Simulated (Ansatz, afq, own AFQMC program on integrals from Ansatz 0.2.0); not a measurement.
**AlSiH, triplet in 6-31G, levels against full CI**

| atom | x (Å) | y (Å) | z (Å) |
| --- | --- | --- | --- |
| Si | 0.0000 | -0.0634 | 2.0558 |
| Al | 0.0000 | -0.0208 | -2.1607 |
| H | 0.0000 | 2.3245 | 0.5564 |

Connectivity, by distances: Si ··· Al ··· H.

Basis 6-31G. Only valence electrons are correlated. Integrals, coupled cluster, full CI and functionals: Ansatz 0.2.0; the random walks run on the same integrals in our own AFQMC program. ph-AFQMC/CISD is guided by a CISD state made of CCSD amplitudes; releasing the constraint for a short imaginary time cuts its bias at the price of noise, slowly where states lie close. Error bars are statistical, one sigma.

Determinant: ROHF, the one that the program's search chose, which needn't be the lowest solution. The geometry is a point of a scan.

Full CI on the same integrals is exact in this basis and with this determinant's frozen core.

Cautions: lower spins were not checked; a spin-contaminated unrestricted determinant lies lower (UHF 1.94 eV lower, ⟨S²⟩ 2.84); the search met a lower determinant of the same kind, perhaps of another symmetry (1.00 eV lower); strong correlation (T1 0.112, weight of the determinant 0.67, largest double 0.23); CCSD(T) is in doubt: in a space of 8 electrons in 9 natural orbitals full CI lies 109 meV below it; the CCSDT(Q) amplitudes may be one of several solutions (largest double 0.22); the CCSDTQ amplitudes may be one of several solutions (largest double 0.22); the released energy hasn't reached full CI (120 meV above it at 0.99 1/Eh, later times being too noisy to tell), so no released level is given (meV from the phaseless value at times in 1/Eh: -9 ± 5 at 0.24, -18 ± 3 at 0.51, -15 ± 7 at 0.99, -31 ± 13 at 1.62, 404 ± 467 at 2.40).

```
T1 diagnostic                               : 0.1120
weight of the determinant in the CISD state : 0.670
size of the correlated space                : 8 electrons in 18 orbitals
```

Reference: full CI, correlation energy -4.126 eV. The cautions show a poor starting determinant, so the rows tell how each method copes with it here, and full CI is the sure value.

| level | E − E(reference) (kJ/mol) | share of correlation (%) |
| --- | --- | --- |
| HF | 398.1 | 0.00 |
| MP2 | 141.4 | 64.48 |
| CCSD | 21.1 | 94.69 |
| CCSD(T) | 12.2 | 96.94 |
| CCSDT | 2.4 | 99.40 |
| CCSDT(Q) | 0.3 | 99.92 |
| CCSDTQ | 0.2 | 99.95 |
| ph-AFQMC/CISD | 13.0 ± 0.4 | 96.73 |

CCSDT and higher add their correlation energy to the determinant of the CCSD(T) run, since their own runs factorise the integrals more tightly (a shift of under 2 meV).
